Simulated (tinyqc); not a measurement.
CCSD on RHF in the sto-6g basis, frozen core, for H2O, spin multiplicity 1, step by step. One step of it, computed by the program tinyqc.

Problem. Iteration 8 (converged): orbitals. Diagonalise F' = X^T F X, C = X C', fill 5 alpha and 5 beta electrons from the bottom; D = 2 C_occ C_occ^T. Each column has its largest component positive (the first on a tie).

converged F (hartree), order 1O 1s, 1O 2s, 1O 2px, 1O 2py, 1O 2pz, 2H 1s, 3H 1s:
```
[[-20.531874, -4.966201, 0.000000, -0.001578, -0.025477, -0.987688, -0.806401],
 [-4.966201, -2.319656, 0.000000, -0.015977, -0.089896, -0.880292, -0.760768],
 [0.000000, 0.000000, -0.401043, 0.000000, 0.000000, 0.000000, 0.000000],
 [-0.001578, -0.015977, 0.000000, -0.250091, -0.020725, -0.346725, 0.320696],
 [-0.025477, -0.089896, 0.000000, -0.020725, -0.292600, -0.382339, -0.355292],
 [-0.987688, -0.880292, 0.000000, -0.346725, -0.382339, -0.489165, -0.321023],
 [-0.806401, -0.760768, 0.000000, 0.320696, -0.355292, -0.321023, -0.403697]]
```

X, order 1O 1s, 1O 2s, 1O 2px, 1O 2py, 1O 2pz, 2H 1s, 3H 1s:
```
[[1.022358, -0.132965, 0.000000, -0.000979, -0.007964, 0.018226, 0.016036],
 [-0.132965, 1.162853, 0.000000, 0.014082, 0.084928, -0.249766, -0.200006],
 [0.000000, 0.000000, 1.000000, 0.000000, 0.000000, 0.000000, 0.000000],
 [-0.000979, 0.014082, 0.000000, 1.064588, 0.007405, -0.178918, 0.157269],
 [-0.007964, 0.084928, 0.000000, 0.007405, 1.050815, -0.147406, -0.122913],
 [0.018226, -0.249766, 0.000000, -0.178918, -0.147406, 1.161822, -0.088054],
 [0.016036, -0.200006, 0.000000, 0.157269, -0.122913, -0.088054, 1.122123]]
```

Give: F' = X^T F X; orbital energies; coefficients C; D after iteration 8.

Solution.

F' = X^T F X (hartree):
```
[[-20.2069, -2.4999, 0.0000, -0.0017, -0.0476, -0.1546, -0.1073],
 [-2.4999, -1.2770, 0.0000, 0.0101, 0.1097, -0.4430, -0.3680],
 [0.0000, 0.0000, -0.4010, 0.0000, 0.0000, 0.0000, 0.0000],
 [-0.0017, 0.0101, 0.0000, -0.0516, -0.0040, -0.3995, 0.3716],
 [-0.0476, 0.1097, 0.0000, -0.0040, -0.1343, -0.3481, -0.3117],
 [-0.1546, -0.4430, 0.0000, -0.3995, -0.3481, -0.0132, -0.0987],
 [-0.1073, -0.3680, 0.0000, 0.3716, -0.3117, -0.0987, -0.0313]]
```

orbital energies (hartree): [-20.5348, -1.2343, -0.5375, -0.4706, -0.4010, 0.4823, 0.5807]

coefficients C, order 1O 1s, 1O 2s, 1O 2px, 1O 2py, 1O 2pz, 2H 1s, 3H 1s:
```
[[0.9968, -0.2261, 0.0223, 0.0911, 0.0000, 0.0872, 0.0480],
 [0.0143, 0.8804, -0.1250, -0.4979, 0.0000, -0.5711, -0.3386],
 [0.0000, 0.0000, 0.0000, 0.0000, 1.0000, 0.0000, 0.0000],
 [0.0003, 0.0164, 0.6289, -0.1041, 0.0000, 0.3746, -0.8021],
 [0.0026, 0.0989, 0.1209, 0.7002, 0.0000, -0.7118, -0.3564],
 [-0.0031, 0.1547, 0.4887, 0.2555, 0.0000, 0.3191, 1.0218],
 [-0.0025, 0.1265, -0.4012, 0.4143, 0.0000, 0.9252, -0.3773]]
```

D after iteration 8, order 1O 1s, 1O 2s, 1O 2px, 1O 2py, 1O 2pz, 2H 1s, 3H 1s:
```
[[2.1073, -0.4659, 0.0000, 0.0023, 0.0934, -0.0079, -0.0047],
 [-0.4659, 2.0778, 0.0000, -0.0246, -0.5532, -0.1044, -0.0895],
 [0.0000, 0.0000, 2.0000, 0.0000, 0.0000, 0.0000, 0.0000],
 [0.0023, -0.0246, 0.0000, 0.8131, 0.0094, 0.5665, -0.5867],
 [0.0934, -0.5532, 0.0000, 0.0094, 1.0294, 0.5066, 0.5082],
 [-0.0079, -0.1044, 0.0000, 0.5665, 0.5066, 0.6562, -0.1413],
 [-0.0047, -0.0895, 0.0000, -0.5867, 0.5082, -0.1413, 0.6972]]
```
